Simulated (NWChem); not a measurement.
A series in which one site is exchanged, each optimised at PBE0/def2-SVP with NWChem, gas phase unless a solvent is named. def2 effective core potentials on Rb, Ag, Cs; no spin-orbit coupling.

A: [Cs][Cl] (CsCl; site = Cs)
B: [Cl][Na] (NaCl; site = Na)
C: [Cl][Ag] (AgCl; site = Ag)
D: [Cl][Rb] (RbCl; site = Rb)

```json
[
 {"quantity": "dipole (D), PBE0/def2-SVP", "A": "9.94", "B": "(withheld)", "C": "5.32", "D": "10.34"},
 {"quantity": "orbital gap (eV), PBE0/def2-SVP", "A": "4.44", "B": "(withheld)", "C": "4.23", "D": "4.22"},
 {"quantity": "vertical ionisation energy, ΔSCF, PBE/def2-SVP (eV)", "A": "8.39", "B": "(withheld)", "C": "9.99", "D": "8.43"},
 {"quantity": "vertical ionisation energy, ΔSCF, CAM-B3LYP/def2-SVP (eV)", "A": "8.30", "B": "(withheld)", "C": "9.93", "D": "8.48"},
 {"quantity": "lowest singlet excitation, CAM-B3LYP/def2-SVPD, TDA (eV)", "A": "4.40", "B": "(withheld)", "C": "3.32", "D": "4.17"}
]
```

### Question
What belongs in the gaps?

### Answer

- dipole (D), PBE0/def2-SVP, B: 8.22
- orbital gap (eV), PBE0/def2-SVP, B: 4.54
- vertical ionisation energy, ΔSCF, PBE/def2-SVP (eV), B: 9.15
- vertical ionisation energy, ΔSCF, CAM-B3LYP/def2-SVP (eV), B: 9.09
- lowest singlet excitation, CAM-B3LYP/def2-SVPD, TDA (eV), B: 4.11
